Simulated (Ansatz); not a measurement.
Two shapes of singlet C4H10.

Shape 1:

```xyz
14

H     0.0000    0.0000    1.1000
C     0.0000    0.0000    0.0000
C     1.4560    0.0000   -0.4701
C    -0.7280    1.2609   -0.4701
C    -0.7280   -1.2609   -0.4701
H     1.4865    0.0000   -1.5597
H     1.9601    0.8898   -0.0931
H     1.9601   -0.8898   -0.0931
H    -0.7432    1.2873   -1.5597
H    -1.7507    1.2526   -0.0931
H    -0.2094    2.1424   -0.0931
H    -0.7432   -1.2873   -1.5597
H    -0.2094   -2.1424   -0.0931
H    -1.7507   -1.2526   -0.0931
```

Shape 2:

```xyz
14

H    -0.0190    0.0427    1.0822
C     0.0239    0.0405   -0.0169
C     1.4890   -0.0253   -0.4424
C    -0.7537    1.2907   -0.4393
C    -0.7456   -1.2502   -0.5157
H     1.4984    0.0422   -1.5356
H     2.0037    0.8816   -0.1161
H     1.9554   -0.8417   -0.1060
H    -0.7351    1.2784   -1.5112
H    -1.7471    1.2118   -0.0643
H    -0.1989    2.0941   -0.0855
H    -0.7350   -1.3243   -1.5271
H    -0.2205   -2.1450   -0.0444
H    -1.7859   -1.2494   -0.0577
```

Basis set: cc-pVDZ (spherical functions). Correlated methods keep 4 orbitals frozen. Charge 0, multiplicity 1.

Computed with Ansatz (development build ahead of 0.2.0); each method stands on the lowest determinant of its kind that the runs found.

Question: Which shape is lower in energy, and by how much in each method?

Answer:

```csv
method,E(2) − E(1) (eV)
RHF,0.687
RHF-MP2,0.720
```

Shape 1 is lower. Caution: no unrestricted run beside it, a lower state can exist.
